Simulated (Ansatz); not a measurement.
# C4H7N: the cost of one run

Computed with Ansatz 0.2.0 (the levels named in each step, unless a step's input says otherwise).

## 1. The system as given

Bond lengths: C1–C2 1.196 Å, C2–C3 1.450 Å, C3–N4 1.455 Å, N4–C5 1.445 Å, C1–H6 1.049 Å, C3–H7 1.097 Å, C3–H8 1.109 Å, N4–H9 1.016 Å, C5–H10 1.102 Å, C5–H11 1.088 Å, C5–H12 1.091 Å. Angles (14 of 17 angles, heavy atoms first): C1–C2–C3 178.0°, C2–C3–N4 110.8°, C3–N4–C5 112.7°, C2–C1–H6 178.8°, C2–C3–H7 109.2°, C2–C3–H8 108.5°, N4–C3–H7 107.8°, N4–C3–H8 112.7°, C3–N4–H9 109.5°, C5–N4–H9 110.3°, N4–C5–H10 113.7°, N4–C5–H11 108.9°, N4–C5–H12 108.7°, H7–C3–H8 107.8°.

Structure file:

```xyz
12

C     2.4291   -0.6195   -0.0675
C     1.3767   -0.0699    0.0803
C     0.0923    0.5910    0.2094
N    -0.9938   -0.3249   -0.1050
C    -2.2912    0.3104   -0.0590
H     3.3566   -1.0973   -0.1757
H    -0.0396    0.9239    1.2464
H     0.0939    1.4910   -0.4381
H    -0.8354   -0.7369   -1.0202
H    -2.3850    1.1761   -0.7349
H    -3.0517   -0.4224   -0.3221
H    -2.4769    0.6528    0.9601
```

## 2. A rough first relaxation, PBE-D4/def2-SVP

This run stands in another session on the same molecule. It ended at:

```xyz
12

C     2.4823   -0.6220   -0.0665
C     1.3968   -0.0785    0.0757
C     0.0907    0.5688    0.1990
N    -1.0116   -0.3389   -0.0997
C    -2.3068    0.3142   -0.0599
H     3.4455   -1.1010   -0.1731
H    -0.0339    0.9381    1.2442
H     0.0954    1.4992   -0.4372
H    -0.8525   -0.7688   -1.0185
H    -2.4059    1.2135   -0.7259
H    -3.1008   -0.4068   -0.3398
H    -2.5242    0.6565    0.9752
```

## 3. Relaxation, PBE0-D4/def2-TZVPP

This run stands in another session on the same molecule. It ended at:

```xyz
12

C     2.4474   -0.6016   -0.0818
C     1.3796   -0.0756    0.0676
C     0.0832    0.5653    0.2188
N    -1.0074   -0.3434   -0.0762
C    -2.2900    0.3223   -0.0696
H     3.3942   -1.0704   -0.2041
H    -0.0262    0.9119    1.2530
H     0.0676    1.4735   -0.4104
H    -0.8404   -0.7888   -0.9682
H    -2.3481    1.1927   -0.7436
H    -3.0705   -0.3843   -0.3531
H    -2.5145    0.6729    0.9412
```

## 4. Frequencies, PBE0-D4/def2-TZVPP

Contents of input.yaml:

```yaml
crystal:
  periodic: [false, false, false]
  atoms:
    - { symbol: C, position_ang: [2.44739083, -0.60161495, -0.08175813] }
    - { symbol: C, position_ang: [1.37959466, -0.07562328, 0.06763501] }
    - { symbol: C, position_ang: [0.08321282, 0.56534862, 0.21882077] }
    - { symbol: "N", position_ang: [-1.0074035, -0.34339311, -0.07623094] }
    - { symbol: C, position_ang: [-2.28995066, 0.32226108, -0.06962557] }
    - { symbol: H, position_ang: [3.39418794, -1.07038382, -0.20412689] }
    - { symbol: H, position_ang: [-0.02620577, 0.91185571, 1.25297302] }
    - { symbol: H, position_ang: [0.0676, 1.47349796, -0.41042112] }
    - { symbol: H, position_ang: [-0.84040386, -0.78883517, -0.96815037] }
    - { symbol: H, position_ang: [-2.3480848, 1.19269954, -0.74356319] }
    - { symbol: H, position_ang: [-3.07050588, -0.38429824, -0.35312976] }
    - { symbol: H, position_ang: [-2.51452175, 0.67291567, 0.94118716] }
basis:
  gaussian: { orbitals: def2-TZVPP }
hamiltonian:
  xc: pbe0
  dispersion: d4
phonons: {}
```

Command:

```
ansatz run input.yaml --threads 4 --pin off --max-ram 10240MiB --backend cpu --events-out ev --progress --plain --runs-dir out
```

**Question.** How long does this run take on 4 threads of Intel Xeon at 2.50GHz (Skylake/Cascade Lake), shared host, and how much memory does it need?

About 6.6 min, with a peak of 0.68 GiB.
